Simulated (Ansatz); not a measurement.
Mulliken charges of BFH2S (`FBS`) from PBE/def2-TZVPP in Ansatz (PBE0-D4/def2-TZVP geometry).

```
atom   x (Å)   y (Å)   z (Å)  charge (e)
  F1  -1.119  -0.906  -1.069      -0.181
  B2  -0.413  -0.339  -0.106       0.226
  S3   0.972   0.699  -0.579      -0.150
  H4  -0.712  -0.531   1.034      -0.017
  H5   1.321   1.004   0.680       0.122
```

Problem. By hand: the dipole of these point charges (1 e Å = 4.8032 D).

Solution. Σ q r = (0.137, 0.114, 0.322) e Å, of length 0.368 e Å = 1.77 D.

Problem. How does the dipole of the full density compare? (An estimate is asked.)

Solution. Computed: (0.132, 0.108, 0.255) e Å, 1.47 D; the point charges give 1.20 times that, at 5° from its direction.

Point charges leave out the atoms' own dipoles, such as those of lone pairs, and Mulliken's split depends on the basis, so the two needn't agree.
